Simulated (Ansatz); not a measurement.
# How far each method lies from UCCSDT(Q) for CHGeO, doublet

Geometry: displaced at random from a stationary point.

```xyz
4

C     0.0891    0.0043    2.9088
O    -0.0758    0.0597    1.7954
Ge    0.0008   -0.0346   -0.8680
H     0.0839    1.4917   -0.6067
```

Basis cc-pVDZ; Ansatz 0.2.0. Only valence electrons are correlated (noble-gas cores and the filled d shells of p-block atoms frozen), which leaves 15 electrons in 44 orbitals. R marks a restricted (for open shells ROHF) determinant, U an unrestricted one. Active spaces: frontier = (9e, 9o) about the gap. No spin–orbit coupling is included, and no scalar relativity.

Full CI isn't at hand for all of this; UCCSDT(Q) serves as the reference, and is uncertain by about the last step of the cluster series. The frozen core follows each run's orbitals, which can shift R against U totals by a few meV for light atoms and by up to 0.1 eV past Ca.

The UHF ⟨S²⟩ is 0.764 and the T1 diagnostic (RCCSD) is 0.0197. The largest doubles amplitude (RCCSD) is 0.070 and the T1 diagnostic (UCCSD) is 0.0186.

| level | E − E(UHF) (eV) |
| --- | --- |
| UMP2 | -9.5005 |
| UCCSD | -10.2761 |
| UCCSD(T) | -10.6147 |

Question: Estimate how far UCCSDT(Q) in cc-pVDZ lies from UCCSD(T). The table doesn't fix it; the size of (T) and the diagnostics are the guide.

Answer: UCCSDT(Q) in cc-pVDZ lies 5.2 kJ/mol below UCCSD(T), which is 16 % of the (T) step (-32.7 kJ/mol). The diagnostics are small and the rest is a small part of (T), but (T) is large here. The miss exceeds 1 kcal/mol.

The other levels:

```
 level  E − E(UCCSDT(Q)) (kJ/mol)  wall time
UCCSDT                        3.0          –
```

Run but not shown, since their state, orbitals or frozen core can't be matched to the reference's or they repeat it: RHF, RMP2, CISD, RCCSD, RCCSD(T), BCCD(T), RCCSDT, RCCSDT(Q), CASSCF (frontier space), MRCISD (frontier space), MRCISD+Q (frontier space).
